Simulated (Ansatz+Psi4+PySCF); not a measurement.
# doublet NH₃(-): levels of theory in one basis

```xyz
4

N    -0.0346   -0.0715    0.0852
H    -0.4438    0.8557    0.1665
H     0.9735    0.0608    0.0743
H    -0.2878   -0.4159   -0.8374
```

Basis set: aug-cc-pVTZ (spherical functions). Left uncorrelated: 1 orbital. Correlation on ROHF uses semicanonical orbitals with singles. Charge -1, multiplicity 2.

Computed with Ansatz (development build ahead of 0.2.0) and Psi4 1.11; each method stands on the lowest determinant of its kind that the runs found.

```json
{"method": "ROHF", "E − E(ROHF) (eV)": "0.00", "<S²> of the determinant": "0.75"}
{"method": "UHF", "E − E(ROHF) (eV)": "0.00", "<S²> of the determinant": "0.75"}
{"method": "ROHF-MP2", "E − E(ROHF) (eV)": "-6.70", "<S²> of the determinant": "–"}
{"method": "UHF-MP2", "E − E(ROHF) (eV)": "-6.70", "<S²> of the determinant": "0.75"}
```
